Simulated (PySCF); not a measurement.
Consider `CSC(C)C` (C4H10S). Optimised structure (Å), atoms numbered from 1:
```
C     2.0506   -0.1442   -0.2916
S     1.1147    1.2377    0.3946
C    -0.6064    0.6191    0.3246
C    -0.8310   -0.5880    1.2222
C    -1.0877    0.3921   -1.1005
H     1.7734   -0.3614   -1.3337
H     1.9550   -1.0564    0.3157
H     3.1043    0.1677   -0.2759
H    -1.1538    1.4788    0.7478
H    -1.9004   -0.8536    1.2513
H    -0.4936   -0.3869    2.2489
H    -0.2872   -1.4706    0.8501
H    -2.1617    0.1443   -1.1106
H    -0.5561   -0.4490   -1.5730
H    -0.9300    1.2866   -1.7197
```

Energies: M06-2X/def2-TZVP (PySCF, density fitting, integration grid level 3) on PBE0-D3(BJ)/def2-SVP structures. Thermal corrections: GFN2-xTB frequencies, unscaled, ideal gas at 298.15 K and 1 bar, quasi-RRHO entropy. These were taken at the GFN2-xTB minima.

**Question.** Rank these bonds by dissociation enthalpy, weakest first.
A. S2–C3
B. C1–S2
C. C4–H
D. C3–C4
E. C1–H
F. C3–H

**Answer.** A (296 kJ/mol), B (310 kJ/mol), D (347 kJ/mol), F (380 kJ/mol), E (390 kJ/mol), C (413 kJ/mol).

**Question.** For C1–S2, what are ΔE (electronic) and ΔG(298 K) of the homolysis?

**Answer.** ΔE = 327 and ΔG = 263 kJ/mol, beside ΔH = 310 kJ/mol. The radicals are CH3• and `CC(C)[S]`.
